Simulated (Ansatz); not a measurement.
Two isomers of C6H8: A = `C=C(C)C#CC`, B = `C=C1C=CCC1`.

Computed with Ansatz on PBE0-D4/def2-TZVP structures; ΔE is electronic, products minus reactants. CBS: MP2 limit from def2 TZ/QZ plus the TZ coupled-cluster correction, frozen cores. DFT in def2-TZVPP. B3LYP here is the variant with VWN-RPA as its local correlation; programs differ in this.

Question: Which is lower in electronic energy at CCSD(T)/CBS, and by how much? (Estimate.)

Answer: Ansatz gave: B, by 107.9 kJ/mol.

Question: Give E(B) − E(A) in kJ/mol with ωB97M-V, CCSD/def2-TZVPP, B3LYP-D4, HF/def2-TZVPP, PBE0-D4, B2PLYP, r2SCAN-D4. (Estimate.)

Answer: The calculation gave: ωB97M-V -111.4, CCSD/def2-TZVPP -107.2, B3LYP-D4 -100.6, HF/def2-TZVPP -94.5, PBE0-D4 -124.0, B2PLYP -95.1, r2SCAN-D4 -112.8. None reverses the order clearly.

Largest T1 diagnostic: 0.011.

In def2-TZVPP, CCSD(T) changes the Hartree–Fock value by −13.4 kJ/mol (the triples alone add −0.8 kJ/mol) and MP2 by −8.3 kJ/mol. From PBE to PBE0 (25 % exact exchange), in def2-TZVPP and without D4, E(B) − E(A) moves by −11.3 kJ/mol.
